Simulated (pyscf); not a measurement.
HO–B(Cl)–Cl (SMILES OB(Cl)Cl) + HCl (SMILES Cl) -> HO–B(Cl)–Cl (SMILES OB(Cl)Cl) + HCl (SMILES Cl) (four-centre exchange; singlet surface; B–Cl, Cl–H broken, B–Cl, Cl–H formed). PySCF, gas phase, ωB97X-D3(BJ)/def2-SVP geometries. MP2 and CC: frozen core, UHF for open shells. ΔMP2 is the change of the MP2 total energy from the triple- to the quadruple-zeta basis. Energies in kJ/mol from the separated reactants.

```csv
level,barrier,reaction energy
PBE/def2-TZVP,88.0,0.0
B3LYP-D3(BJ)/def2-TZVP,110.5,0.0
ωB97M-D3(BJ)/def2-TZVP,116.7,0.0
HF/def2-TZVP,203.1,0.0
MP2/def2-QZVPP,109.4,0.0
CCSD(T)/def2-TZVPP,127.5,0.0
CCSD(T)/def2-TZVPP + ΔMP2(QZVPP),___,0.0
```

Question: Complete the blanks.

Answer: 
- CCSD(T)/def2-TZVPP + ΔMP2(QZVPP), barrier: 123.7

Of the functionals in the table, ωB97M-D3(BJ) is closest to CCSD(T)/def2-TZVPP + ΔMP2(QZVPP) in the barrier (7.0 kJ/mol apart) and PBE least close (35.7 kJ/mol); that level has limits of its own. One saddle was located; it need not be the lowest between these sides. The CCSD(T) − MP2 part came from Ansatz, without density fitting, on the same reference.
